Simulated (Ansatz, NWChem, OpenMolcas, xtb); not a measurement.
**Loss of HCl: C2H3Cl → C2H2 + HCl**

Species: C2H3Cl `C=CCl`, singlet; C2H2 `C#C`, singlet; HCl, singlet. 

Shapes, held fixed at every level: PBE0-D4/def2-TZVP. Programs: Ansatz 0.2.0, NWChem 7.3.0, OpenMolcas 26.06, xtb 6.7.1. A level may come from different programs for different species; with the same settings they agree closely. The zero-point and thermal change to 298 K, harmonic and unscaled (PBE0-D4/def2-TZVP), is -16.7 kJ/mol.

| level | kind | ΔH(298 K) (kJ/mol) | less CCSD(T)/CBS estimate |
| --- | --- | --- | --- |
| GFN0-xTB | semi-empirical | +52.6 | -61.4 |
| SPW92/def2-TZVPP | LDA | +172.3 | +58.3 |
| PBE-D4/def2-TZVPP | GGA | +142.9 | +28.9 |
| B3LYP/6-31G* (Cartesian functions) | global hybrid | +150.7 | +36.7 |
| B3LYP-D4/def2-TZVPP | global hybrid | +125.0 | +11.0 |
| wB97X-V/def2-TZVPP | range-separated hybrid | +133.5 | +19.5 |
| MP2/def2-SVP | perturbation theory | +112.3 | -1.7 |
| MP2/def2-TZVPP | perturbation theory | +110.8 | -3.2 |
| CCSD(T)/CBS estimate | coupled cluster or CI | +114.0 | 0.0 |

The highest level, CCSD(T)/CBS estimate, gives ΔH(298 K) = +114.0 kJ/mol; the levels span +52.6 to +172.3. GFN0-xTB strays far from the other rows. The column of differences is taken from that level and isn't an error. No measured value is set beside it here. The CBS estimate extrapolates MP2 from def2-TZVPP and def2-QZVPP and adds CCSD(T) − MP2 in the triple-zeta set, cores frozen.
